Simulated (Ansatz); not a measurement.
## BSiNH⁺, triplet in cc-pVDZ: errors against UCCSDT(Q)

Geometry: that of the BSiNH, quartet, kept fixed.

```xyz
4

N     0.0000   -0.7598    0.6654
B     0.0000    0.4740    1.1778
Si    0.0000    0.1517   -0.8595
H     0.0000    1.2476    2.0700
```

Basis cc-pVDZ; Ansatz 0.2.0. Only valence electrons are correlated (noble-gas cores frozen), which leaves 12 electrons in 44 orbitals. R marks a restricted (for open shells ROHF) determinant, U an unrestricted one. Active spaces: frontier = (10e, 10o) about the gap.

Full CI isn't at hand for all of this; UCCSDT(Q) serves as the reference, and is uncertain by about the last step of the cluster series. The frozen core follows each run's orbitals, which can shift R against U totals by a few meV.

For open shells CISD is restricted-active-space CI with the open shells as a complete middle space.

```
UHF ⟨S²⟩                          : 2.038
T1 diagnostic (RCCSD)             : 0.0317
largest doubles amplitude (RCCSD) : 0.056
T1 diagnostic (UCCSD)             : 0.0336
```

```json
{"level": "RHF", "E − E(UCCSDT(Q)) (mEh)": "330.58", "share of correlation (%)": "0.00", "wall time": "–"}
{"level": "UHF", "E − E(UCCSDT(Q)) (mEh)": "320.73", "share of correlation (%)": "2.98", "wall time": "–"}
{"level": "RMP2", "E − E(UCCSDT(Q)) (mEh)": "36.39", "share of correlation (%)": "88.99", "wall time": "–"}
{"level": "UMP2", "E − E(UCCSDT(Q)) (mEh)": "43.89", "share of correlation (%)": "86.72", "wall time": "–"}
{"level": "CISD", "E − E(UCCSDT(Q)) (mEh)": "46.94", "share of correlation (%)": "85.80", "wall time": "3.8 s"}
{"level": "RCCSD", "E − E(UCCSDT(Q)) (mEh)": "19.02", "share of correlation (%)": "94.25", "wall time": "–"}
{"level": "UCCSD", "E − E(UCCSDT(Q)) (mEh)": "18.28", "share of correlation (%)": "94.47", "wall time": "–"}
{"level": "RCCSD(T)", "E − E(UCCSDT(Q)) (mEh)": "2.85", "share of correlation (%)": "99.14", "wall time": "7.5 s"}
{"level": "UCCSD(T)", "E − E(UCCSDT(Q)) (mEh)": "3.01", "share of correlation (%)": "99.09", "wall time": "9 s"}
{"level": "BCCD(T)", "E − E(UCCSDT(Q)) (mEh)": "2.84", "share of correlation (%)": "99.14", "wall time": "7.5 s"}
{"level": "RCCSDT", "E − E(UCCSDT(Q)) (mEh)": "1.86", "share of correlation (%)": "99.44", "wall time": "–"}
{"level": "UCCSDT", "E − E(UCCSDT(Q)) (mEh)": "1.72", "share of correlation (%)": "99.48", "wall time": "–"}
{"level": "RCCSDT(Q)", "E − E(UCCSDT(Q)) (mEh)": "0.23", "share of correlation (%)": "99.93", "wall time": "59 s"}
{"level": "CASSCF (frontier space)", "E − E(UCCSDT(Q)) (mEh)": "195.77", "share of correlation (%)": "40.78", "wall time": "–"}
{"level": "NEVPT2 (frontier space)", "E − E(UCCSDT(Q)) (mEh)": "50.10", "share of correlation (%)": "84.85", "wall time": "39 s"}
```

The correlation energy at UCCSDT(Q), counted from RHF, is -8.995 eV. That run took 56 s on 1 thread of Arm Neoverse V2, shared host.

Times hold each run's SCF and search for its determinant on a shared host, so for small cases they say little of a method's own cost; they ran on 1 thread of Arm Neoverse V2.
